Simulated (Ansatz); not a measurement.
C2H4S2, SMILES `C=C(S)S`. Total charge 0; spin multiplicity 1. Geometry: relaxed with PBE0-D4/def2-TZVP. It is one conformer, not always the lowest.

```xyz
8

C     0.059    0.270    1.162
C    -0.118   -0.180   -0.079
S    -0.444    0.802   -1.497
S    -0.172   -1.908   -0.405
H    -0.045    1.320    1.404
H     0.302   -0.416    1.963
H    -0.059    1.977   -0.967
H     0.477   -1.865   -1.581
```

Task: What is the dipole moment at B3LYP/def2-TZVPP? (Best estimate.)

Result: Computed: 1.17 D, with components (0.66, 0.96, 0.16) D in this frame, pointing from negative to positive charge.

Task: And with PBE, r2SCAN, ωB97M-V? (Best estimate.)

Result: Ansatz gave: PBE 1.14 D, r2SCAN 1.21 D, ωB97M-V 1.20 D.

Task: Give the Mulliken charges with B3LYP, ωB97M-V, r2SCAN in def2-TZVPP. (Estimate.)

Result: The calculation gave: 
```tsv
atom	B3LYP	ωB97M-V	r2SCAN
C1	-0.26	-0.25	-0.24
C2	0.07	0.01	0.09
S3	-0.10	-0.08	-0.10
S4	-0.11	-0.10	-0.11
H5	0.10	0.10	0.08
H6	0.11	0.11	0.09
H7	0.09	0.10	0.09
H8	0.10	0.11	0.10
```

B3LYP here is the variant with VWN-RPA as its local correlation; programs differ in this.
